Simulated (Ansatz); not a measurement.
Born–Oppenheimer molecular dynamics of CH4BS (7 atoms, charge 0, multiplicity 2). It starts from a relaxed structure.

All numbers below come from UKS B3LYP-D4/def2-SVP (Ansatz).

```
ensemble                      : NVE (velocity Verlet)
time step                     : 0.5 fs
steps asked                   : 150
starting velocities drawn for : 700 K
seed                          : 793676
```

First frame:

```xyz
7
Properties=species:S:1:pos:R:3
B -1.140 0.269 -0.930
C -0.046 -0.018 0.119
S 1.662 -0.041 -0.558
H -2.329 0.337 -0.747
H -0.298 -0.986 0.596
H -0.149 0.748 0.914
H 2.301 -0.309 0.607
```

Task: What does the run give?

Result: All steps were run.

```json
{"steps done": "150", "time covered": "75 fs", "mean temperature over the second half": "361 K", "spread of the potential energy over the second half": "9.1 meV per atom", "mean potential energy of the second half above the start": "31.5 meV per atom"}
```

The conserved energy stayed within 0.37 meV per atom of its start (net change 0.26 meV per atom), so the integration is sound. The temperature averaged 0.52 of the 700 K drawn at the start: a run that starts near a minimum puts about half its kinetic energy into the potential. A run of 0.075 ps of so small a system gives no equilibrium averages.

Task: What happens to the structure?

Result: The same pairs are bonded in the first frame and the last. Pairs count as bonded within 1.25 times the sum of covalent radii (0.12 Å more for H–H). This is one draw of velocities; another would differ in detail.

Task: How do temperature and energy run in time?

Result: 
| time (fs) | T (K) | potential energy less start (eV) | conserved less start (meV/atom) |
| --- | --- | --- | --- |
| 0.0 | 700 | 0.000 | 0.00 |
| 6.0 | 417 | 0.183 | 0.10 |
| 12.0 | 426 | 0.178 | 0.11 |
| 18.0 | 471 | 0.148 | 0.03 |
| 24.0 | 270 | 0.280 | 0.23 |
| 30.0 | 273 | 0.277 | 0.18 |
| 36.0 | 183 | 0.336 | 0.30 |
| 42.0 | 241 | 0.299 | 0.35 |
| 48.0 | 219 | 0.313 | 0.32 |
| 54.0 | 366 | 0.218 | 0.32 |
| 60.0 | 228 | 0.307 | 0.30 |
| 66.0 | 303 | 0.258 | 0.20 |
| 72.0 | 475 | 0.147 | 0.21 |

Time of the run: 7.4 min on 1 CPU thread of a shared host.
